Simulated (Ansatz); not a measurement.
Basis-set extrapolation for CH2ClF (`FCCl`) (PBE0-D4/def2-TZVP geometry, frozen core, the Gaussian-basis code of Ansatz). Multiplicity 1, RHF reference.

```tsv
	def2-TZVPP	def2-QZVPP
HF	-598.032913	-598.052028
MP2 correlation	-0.610943	-0.666379
CCSD(T) correlation	-0.660231	-0.714293
```

Energies in hartree. Use E(X) = E(∞) + A·exp(−7.88·√X) for Hartree–Fock and E(X) = E(∞) + B·X^(−2.97) for correlation, with X = 3 and 4.

Q: What is the CCSD(T) energy at the basis-set limit?

A: HF limit: -598.052028 + (-0.019115) × 0.13774 = -598.05466. Correlation limit: -0.714293 + (-0.054062) × 0.74074 = -0.75434. Total: -598.80900 hartree, 3.15 eV below CCSD(T)/def2-TZVPP.
